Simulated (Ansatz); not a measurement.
The cation of AlClH4Si, SMILES `[SiH3][AlH][Cl]` at the neutral geometry.

```yaml
crystal:
  periodic: [false, false, false]
  atoms:
    - {symbol: Si, position_ang: [-0.861232, 0.582519, -0.311210]}
    - {symbol: Al, position_ang: [1.094795, -0.612421, 0.543106]}
    - {symbol: Cl, position_ang: [1.783412, -2.223128, -0.622903]}
    - {symbol: H, position_ang: [-2.012678, -0.351791, -0.455306]}
    - {symbol: H, position_ang: [-0.567601, 1.154725, -1.655104]}
    - {symbol: H, position_ang: [-1.276559, 1.696075, 0.586291]}
    - {symbol: H, position_ang: [1.901063, -0.313979, 1.869528]}
basis:
  gaussian: {orbitals: def2-TZVPP}
total_charge: 1
magnetization: {spin_polarized: true, initial_magnetization: 1}
hamiltonian: {xc: {name: B3LYP}, dispersion: d4}
```

```sh
$ ansatz run in.yaml --threads 2 --pin off --events-out ev --progress --plain
```

Shortened log:

```
Functional definition: B3LYP
1133 factors; their error is unknown
mean field evaluation 1: about -27053.5317 eV, gradient 2.4e1 eV
mean field evaluation 2: about -27041.1417 eV, gradient 5.0e1 eV
mean field evaluation 4: about -27056.6341 eV, gradient 2.7e0 eV
mean field evaluation 8: about -27056.7107 eV, gradient 1.4e-1 eV
mean field evaluation 16: about -27056.7108 eV, gradient 7.8e-5 eV
mean field -27056.71080257 eV, -994.3157822970 hartree, gradient 8.0e-5 eV, S^2 0.757696; 0 other end points of the search recorded, 0 dependent functions left out
reference -27056.71109192 eV, -994.3157929306 hartree; 24, 23 occupied and 158, 159 virtual orbitals, 1133 factors
Total energy: -27056.89849310 eV, -994.3226797969 hartree
```

Run time 6 s (2 threads of a server CPU on a shared host); peak host memory 0.51 GiB.
